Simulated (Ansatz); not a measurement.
Input file:

```yaml
crystal:
  periodic: [false, false, false]
  atoms:
    - { symbol: B, position_ang: [-1.275123, 0.695509, -1.582357] }
    - { symbol: H, position_ang: [-0.43873, 1.523299, -1.594917] }
    - { symbol: H, position_ang: [-1.00756, -0.419524, -1.951568] }
    - { symbol: H, position_ang: [-2.389474, 0.976045, -1.231499] }
    - { symbol: H, position_ang: [0.475863, 1.105599, 0.047649] }
    - { symbol: O, position_ang: [0.151816, 0.608179, 0.814629] }
    - { symbol: Si, position_ang: [0.948916, -0.80611, 1.266555] }
    - { symbol: H, position_ang: [1.477311, -0.643139, 2.648318] }
    - { symbol: H, position_ang: [-0.021783, -1.938188, 1.250144] }
    - { symbol: H, position_ang: [2.078865, -1.10177, 0.332945] }
magnetization:
  spin_polarized: true
basis:
  gaussian: { orbitals: def2-SVP }
hamiltonian:
  xc: b3lyp
relax:
  f_tol: 0.03
  max_steps: 50
```

Run as:

```bash
$ ansatz run input.yaml --threads 2 --pin off --max-ram 3072MiB --backend cpu --events-out ev --progress --plain --runs-dir out
```

Hardware: 2 threads of AMD EPYC 9R45 96-Core Processor (Zen 5), with other jobs on the host.

Problem. Roughly how long does this run take, and how much memory?

Solution. 16 s, with a peak of 0.21 GiB, for 15 ionic steps.
